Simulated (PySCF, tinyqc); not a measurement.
Inside a calculation (part 2 of 2). Method: CIS and TDHF on RHF in the sto-6g basis, frozen core, for CH2, spin multiplicity 1. The lowest restricted solution is unstable here: a spin-polarised one lies 0.0357 hartree lower (PySCF). Computed by tinyqc, a small Python program that keeps every step (integrals from PySCF). Command: `OMP_NUM_THREADS=1 python tinyqc.py 25469 25470 out.jsonl` (the two numbers bound the seeds that draw the settings). One thread of a shared host (Intel(R) Xeon(R) Processor @ 2.60GHz), about 0.1 s of CPU time with the checks.

Geometry (angstrom):
```
atom,x,y,z
C,0.000000,0.000000,0.000000
H,0.000000,1.033000,0.606000
H,0.000000,-1.033000,0.606000
```

## TDHF (RPA) triplet states

CIS matrix A, triplet (hartree):
```
,2>5,2>6,2>7,3>5,3>6,3>7,4>5,4>6,4>7
2>5,0.482230,0.000000,0.000000,0.000000,0.000000,0.000000,0.048668,0.000000,0.000000
2>6,0.000000,0.805623,0.000000,0.000000,0.000000,-0.111355,0.000000,-0.054615,0.000000
2>7,0.000000,0.000000,0.935616,0.000000,-0.111355,0.000000,0.000000,0.000000,0.014038
3>5,0.000000,0.000000,0.000000,0.261574,0.000000,0.000000,0.000000,0.000000,0.000000
3>6,0.000000,0.000000,-0.111355,0.000000,0.535339,0.000000,0.000000,0.000000,-0.038453
3>7,0.000000,-0.111355,0.000000,0.000000,0.000000,0.646222,0.000000,-0.038453,0.000000
4>5,0.048668,0.000000,0.000000,0.000000,0.000000,0.000000,-0.059471,0.000000,0.000000
4>6,0.000000,-0.054615,0.000000,0.000000,0.000000,-0.038453,0.000000,0.371495,0.000000
4>7,0.000000,0.000000,0.014038,0.000000,-0.038453,0.000000,0.000000,0.000000,0.422378
```

Two-electron integrals over orbitals (pq|rs), unique and non-zero (hartree); the lowest 1 orbital is frozen and left out:
```
p,q,r,s,(pq|rs)
2,2,2,2,0.536477
3,2,3,2,0.140749
3,3,2,2,0.501041
3,3,3,3,0.511285
4,2,2,2,0.019131
4,2,3,3,0.020271
4,2,4,2,0.079330
4,3,3,2,0.026503
4,3,4,3,0.034011
4,4,2,2,0.499488
4,4,3,3,0.457474
4,4,4,2,-0.087603
4,4,4,4,0.655804
5,2,5,2,0.091272
5,3,5,3,0.019071
5,4,5,2,-0.038736
5,4,5,4,0.049911
5,5,2,2,0.542811
5,5,3,3,0.472891
5,5,4,2,-0.048668
5,5,4,4,0.578312
5,5,5,5,0.673218
6,2,2,2,0.084280
6,2,3,3,0.025007
6,2,4,2,0.000322
6,2,4,4,0.074821
6,2,5,5,0.125871
6,2,6,2,0.097694
6,3,3,2,-0.070164
6,3,4,3,-0.032070
6,3,6,3,0.087326
6,4,2,2,0.037399
6,4,3,3,0.004095
6,4,4,2,-0.009156
6,4,4,4,0.062219
6,4,5,5,0.055794
6,4,6,2,0.051647
6,4,6,4,0.037662
6,5,5,2,0.054980
6,5,5,4,-0.011654
6,5,6,5,0.042133
6,6,2,2,0.521299
6,6,3,3,0.501006
6,6,4,2,0.054615
6,6,4,4,0.449227
6,6,5,5,0.492737
6,6,6,2,0.059586
6,6,6,4,0.021503
6,6,6,6,0.558162
7,2,3,2,0.004117
7,2,4,3,-0.031319
7,2,6,3,0.046093
7,2,7,2,0.055131
7,3,2,2,0.063515
7,3,3,3,0.027307
7,3,4,2,-0.057499
7,3,4,4,0.122476
7,3,5,5,0.130194
7,3,6,2,0.075959
7,3,6,4,0.046131
7,3,6,6,0.007360
7,3,7,3,0.118976
7,4,3,2,-0.070087
7,4,4,3,0.005567
7,4,6,3,0.041285
7,4,7,2,-0.009282
7,4,7,4,0.060846
7,5,5,3,0.018521
7,5,7,5,0.022620
7,6,3,2,0.111355
7,6,4,3,0.038453
7,6,6,3,-0.079276
7,6,7,2,-0.022436
7,6,7,4,-0.052211
7,6,7,6,0.114259
7,7,2,2,0.513030
7,7,3,3,0.511847
7,7,4,2,-0.014038
7,7,4,4,0.520067
7,7,5,5,0.523767
7,7,6,2,0.045572
7,7,6,4,0.016505
7,7,6,6,0.507811
7,7,7,3,0.068203
7,7,7,7,0.554326
```

B(ia,jb) = - (ib|ja); the squared energies are the eigenvalues of (A - B)(A + B); 1 hartree = 27.211386 eV.

TDHF matrix B, triplet (hartree):
```
,2>5,2>6,2>7,3>5,3>6,3>7,4>5,4>6,4>7
2>5,-0.091272,0.000000,0.000000,0.000000,0.000000,0.000000,0.038736,0.000000,0.000000
2>6,0.000000,-0.097694,0.000000,0.000000,0.000000,-0.046093,0.000000,-0.051647,0.000000
2>7,0.000000,0.000000,-0.055131,0.000000,-0.075959,0.000000,0.000000,0.000000,0.009282
3>5,0.000000,0.000000,0.000000,-0.019071,0.000000,0.000000,0.000000,0.000000,0.000000
3>6,0.000000,0.000000,-0.075959,0.000000,-0.087326,0.000000,0.000000,0.000000,-0.046131
3>7,0.000000,-0.046093,0.000000,0.000000,0.000000,-0.118976,0.000000,-0.041285,0.000000
4>5,0.038736,0.000000,0.000000,0.000000,0.000000,0.000000,-0.049911,0.000000,0.000000
4>6,0.000000,-0.051647,0.000000,0.000000,0.000000,-0.041285,0.000000,-0.037662,0.000000
4>7,0.000000,0.000000,0.009282,0.000000,-0.046131,0.000000,0.000000,0.000000,-0.060846
```

squared energies w^2 (hartree^2): 0.001246  0.068057  0.113539  0.155966  0.225751  0.255387  0.343966  0.742746  0.926830

TDHF energies from the positive w^2 (eV): 0.960565  7.098836  9.169030  10.746459  12.929019  13.751508  15.959108  23.451513  26.196955

A + B or A - B has a negative eigenvalue: the restricted solution is unstable towards a spin-polarised one, a negative w^2 means an imaginary energy, and the lowest roots have no physical meaning.
